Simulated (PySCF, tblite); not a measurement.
Isomers of C4H11PS, one GFN2-xTB conformer each. Single-point energies are computed at PBE0/pcSseg-1 (PySCF, gas phase, no added dispersion term), electronic only.

| SMILES | GFN2-xTB relative energy (kJ/mol) |
| --- | --- |
| CSCP(C)C | 120.5 |
| CC(C)C[PH2]=S | 0.0 |
| CCPCSC | 137.6 |
| CCC[P@@H](C)=S | 5.2 |

Conformers: `[CH3:1][S:2][CH2:3][P:4]([CH3:5])[CH3:6]` with C1–S2–C3–P4 65°, S2–C3–P4–C5 71°; `[CH3:1][CH:2]([CH3:3])[CH2:4][PH2:5]=[S:6]` with C1–C2–C4–P5 -62°, C2–C4–P5–S6 -46°; `[CH3:1][CH2:2][PH:3][CH2:4][S:5][CH3:6]` with C1–C2–P3–C4 52°, C2–P3–C4–S5 166°, P3–C4–S5–C6 58°; `[CH3:1][CH2:2][CH2:3][P@@H:4]([CH3:5])=[S:6]` with C1–C2–C3–P4 -178°, C2–C3–P4–C5 -76°.

Problem. What does PBE0/pcSseg-1 give for the same structures?

Solution. 
```
        SMILES  PBE0/pcSseg-1 E (Eh)  PBE0/pcSseg-1 (kJ/mol)  GFN2-xTB (kJ/mol)  point group
CCC[P@@H](C)=S            -898.10192                     0.0                5.2           C1
 CC(C)C[PH2]=S            -898.08609                    41.6                0.0           C1
      CSCP(C)C            -898.07135                    80.3              120.5           C1
        CCPCSC            -898.05882                   113.2              137.6           C1
```

GFN2-xTB puts CC(C)C[PH2]=S lowest instead; measured from each level's own lowest isomer, the values differ by up to 41.6 kJ/mol (CC(C)C[PH2]=S: 0.0 against 41.6). 

Problem. Which frontier levels, dipoles and rotational constants go with these structures?

Solution. 
```tsv
SMILES	HOMO (eV, PBE0/pcSseg-1)	LUMO (eV)	dipole (D)	A, B, C (MHz)
CCC[P@@H](C)=S	-6.48	0.70	4.58	3277, 1321, 1085
CC(C)C[PH2]=S	-6.67	0.51	4.26	4001, 1211, 1150
CSCP(C)C	-6.20	0.91	1.37	4024, 1272, 1200
CCPCSC	-6.21	0.60	2.35	4841, 1042, 984.1
```

Problem. What happens when harmonic zero-point energies from GFN2-xTB frequencies are added?

Solution. 
```tsv
SMILES	ZPE (kJ/mol)	electronic (kJ/mol)	with ZPE (kJ/mol)
CCC[P@@H](C)=S	368.5	0.0	0.0
CC(C)C[PH2]=S	368.6	41.6	41.6
CSCP(C)C	364.1	80.3	75.9
CCPCSC	364.9	113.2	109.6
```

The zero-point energies span 4.5 kJ/mol. The order is unchanged.
